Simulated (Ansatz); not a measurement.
```yaml
crystal:
  periodic: [false, false, false]
  atoms:
    - {symbol: F, position_ang: [-1.468405, -0.884079, 0.910534]}
    - {symbol: C, position_ang: [-0.385813, -0.087169, 0.764667]}
    - {symbol: C, position_ang: [0.712329, -0.545730, -0.179153]}
    - {symbol: C, position_ang: [-0.171096, 0.588366, -0.531532]}
    - {symbol: F, position_ang: [-1.067688, 0.435871, -1.507796]}
    - {symbol: F, position_ang: [0.319425, 1.835929, -0.539762]}
    - {symbol: H, position_ang: [-0.111433, 0.432558, 1.676291]}
    - {symbol: H, position_ang: [0.521310, -1.470128, -0.710839]}
    - {symbol: H, position_ang: [1.739972, -0.351919, 0.100291]}
basis:
  gaussian: {orbitals: def2-TZVP}
magnetization: {spin_polarized: true, initial_magnetization: 8}
hamiltonian: {xc: {name: LC-wPBE}}
```

```sh
$ ansatz run in.yaml --threads 4 --pin off --events-out ev --progress --plain --max-ram 10444MiB
```

Shortened log:

```
Functional definition: LC-wPBE
1140 factors; their error is unknown
327 factors; integrals over basis functions are off by at most 1.2e-5 eV
mean field evaluation 1: about -11257.0197 eV, gradient 4.1e1 eV
mean field evaluation 2: about -11242.6301 eV, gradient 7.8e1 eV
mean field evaluation 4: about -11266.0073 eV, gradient 8.9e0 eV
mean field evaluation 8: about -11266.6200 eV, gradient 1.2e0 eV
mean field evaluation 16: about -11266.9512 eV, gradient 2.5e-1 eV
mean field evaluation 32: about -11266.9368 eV, gradient 1.2e-2 eV
mean field -11266.93694636 eV, -414.0522957747 hartree, gradient 1.1e-5 eV, S^2 20.011119; 6 other end points of the search recorded, 0 dependent functions left out
reference -11266.93694637 eV, -414.0522957751 hartree; 28, 20 occupied and 176, 184 virtual orbitals, 1140 factors
Total energy: -11266.93694637 eV, -414.0522957751 hartree
```

In this input the spin is set far too high for this molecule. The calculation finished and met its thresholds. The result belongs to that input, not to the molecule as meant.
